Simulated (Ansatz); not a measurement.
**Insertion of a divalent centre (a silylene, a carbene or their kin)**

Start structure (SiH$_{4}$, singlet), relaxed at PBE0-D4/def2-TZVP:

| atom | x (Å) | y (Å) | z (Å) |
| --- | --- | --- | --- |
| Si1 | 0.3038 | 0.8072 | -0.0897 |
| H2 | -0.1013 | -0.5422 | -1.0862 |
| H3 | -0.2888 | -0.8737 | -0.3494 |
| H4 | -1.0019 | 0.6872 | 0.6689 |
| H5 | 1.0881 | -0.0785 | 0.8563 |

The step: SiH₂ + H₂ → SiH₄; bonds formed: Si1–H3; dative contacts that become bonds: Si1–H2; bonds broken: H2–H3. Program: Ansatz 0.2.0. Basis: def2-TZVPP and def2-QZVPP. Cores are frozen in the correlated methods. Extrapolation: Hartree–Fock as exp(−7.88 √X), correlation as X^−2.97. Energies below are by CCSD(T) at an estimated basis limit (MP2 extrapolated from triple and quadruple zeta, plus CCSD(T) − MP2 in triple zeta).

Task: What are the electronic barrier and the energy of the step, from the start structure to the end structure? (Judge from chemistry; the value comes from the calculation.)

Result: Computed: Barrier 0.259 eV; step energy -2.326 eV (downhill); reverse barrier, their difference, 2.585 eV. Barrier and step energy count from the start structure, the reverse barrier from the end structure.

The saddle point: One imaginary mode of 1108i cm⁻¹.
| pair | start (Å) | saddle (Å) | end (Å) |
| --- | --- | --- | --- |
| Si1–H2 | 1.73 | 1.52 | 1.48 |
| Si1–H3 | 1.80 | 1.64 | 1.48 |
| H2–H3 | 0.83 | 1.15 | 2.42 |

Zero-point energy (harmonic, PBE0-D4): ZPE is 0.794 eV at the start and 0.731 eV at the saddle, so the barrier goes from 0.259 to 0.196 eV.

No T1 diagnostic of these runs exceeds 0.016. The restricted Hartree–Fock reference is unstable towards an unrestricted one at one or more of these structures.

Losses and insertions of silylenes and their heavier kin drive the gas-phase chemistry of silicon and germanium vapour deposition.

For scale, one of the runs: CCSD(T)/def2-TZVPP, 98 basis functions, launched by `ansatz run in.yaml --threads 2 --pin off --events-out ev --progress --plain --max-ram 4352MiB`. Hardware: 2 CPU threads of an Arm Neoverse V1, shared host. Wall time about 1 s.
